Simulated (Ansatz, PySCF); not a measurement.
Species: trifluoroborane, BF3, charge 0, multiplicity 1. SMILES: FB(F)F
Structure (B3LYP-D3(BJ)/def2-TZVP (Ansatz, a program for electronic structure) minimum search):
```xyz
4

B      0.0000     0.0000     0.0000
F      0.0168     1.3152     0.0316
F      1.1308    -0.6724    -0.0050
F     -1.1476    -0.6428    -0.0266
```
Charge 0, spin multiplicity 1.

Quantity: atomisation energy (electronic, to ground-state atoms), in eV. Cores are frozen in the correlated levels unless marked. UHF or UKS for open shells. No spin-orbit coupling. Non-relativistic. The coupled-cluster limit lacks core correlation, which all-electron functionals hold. CBS marks a two-point X^-3 extrapolation of the correlation energy; Hartree-Fock from the larger set.

| level | program | atomisation energy (eV) |
|---|---|---|
| BP86/def2-TZVPD | PySCF | 20.65 |
| PBE0-D4/def2-TZVP | Ansatz + dftd4 | 20.25 |
| PBE0-D4/def2-TZVPD | Ansatz + dftd4 | 20.20 |
| TPSSh-D3(BJ)/def2-TZVPD | PySCF + dftd3 | 19.91 |
| PW6B95-D4/def2-TZVPD | PySCF + dftd4 | 20.34 |
| RPA@PBE/cc-pVQZ | Ansatz | 18.59 |

**Question.** What does CCSD(T)/CBS(cc-pVTZ,cc-pVQZ) (Ansatz) give?

**Answer.** 20.36 eV
